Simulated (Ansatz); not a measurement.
Mulliken charges of `C/C=C(\O)Cl` from ωB97M-V/def2-TZVPP in Ansatz (PBE0-D4/def2-TZVP geometry).

```csv
atom,x (Å),y (Å),z (Å),charge (e)
C1,-1.203,-0.740,0.107,-0.276
C2,-0.207,0.250,0.606,-0.172
C3,0.917,0.544,-0.033,0.188
O4,1.308,-0.042,-1.182,-0.270
Cl5,2.040,1.718,0.579,-0.082
H6,-2.196,-0.288,0.032,0.106
H7,-0.927,-1.124,-0.874,0.103
H8,-1.289,-1.589,0.792,0.108
H9,-0.391,0.758,1.543,0.110
H10,2.030,0.463,-1.567,0.185
```

**Question.** By hand: the dipole of these point charges (1 e Å = 4.8032 D).

**Answer.** Σ q r = (-0.115, -0.015, 0.010) e Å, of length 0.116 e Å = 0.56 D.

**Question.** How does the dipole of the full density compare? (Best estimate.)

**Answer.** Ansatz gave: (0.007, 0.021, -0.106) e Å, 0.52 D; the point charges give 1.08 times that, at 100° from its direction.

Point charges leave out the atoms' own dipoles, such as those of lone pairs, and Mulliken's split depends on the basis, so the two needn't agree.
